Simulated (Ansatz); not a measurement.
Two isomers of C2H5NO: A = `CC(=N)O`, B = `COC=N`.

Calculated with Ansatz (gas phase, PBE0-D4/def2-TZVP geometries, no zero-point term in ΔE). CCSD(T)/CBS is the MP2 limit (def2-TZVPP, def2-QZVPP) plus CCSD(T) − MP2 in def2-TZVPP, frozen cores. DFT in def2-TZVPP. One conformer a species, not always the lowest.

Problem. Which isomer does CCSD(T)/CBS put lower? Give the gap. (An estimate is asked.)

Solution. Ansatz gave: A, by 16.3 kcal/mol.

Problem. Give E(B) − E(A) in kcal/mol with ωB97M-V, PBE0-D4, B2PLYP, BLYP-D4, r2SCAN-D4, HF/def2-TZVPP, LDA (SPW92). (An estimate is asked.)

Solution. The calculation gave: ωB97M-V 16.3, PBE0-D4 16.7, B2PLYP 15.5, BLYP-D4 14.3, r2SCAN-D4 16.4, HF/def2-TZVPP 15.2, LDA (SPW92) 16.9. None reverses the order clearly.

Problem. Does the order hold for the free energy at 298.15 K (harmonic terms from PBE0-D4)? (Estimate.)

Solution. The calculation gave: Yes: G(B) − G(A) = +16.5 kcal/mol, for one conformer each.

Largest T1 diagnostic: 0.014.

From BLYP to BHLYP (50 % exact exchange), in def2-TZVPP and without D4, E(B) − E(A) moves by +1.3 kcal/mol. Leaving LDA and LC-ωPBE aside and taking each functional with its dispersion term where it has one, the values, not all of them listed here, spread over 2.7 kcal/mol, from BLYP-D4 to PBE-QIDH. LDA lies +1.0 kcal/mol from PBE without D4.
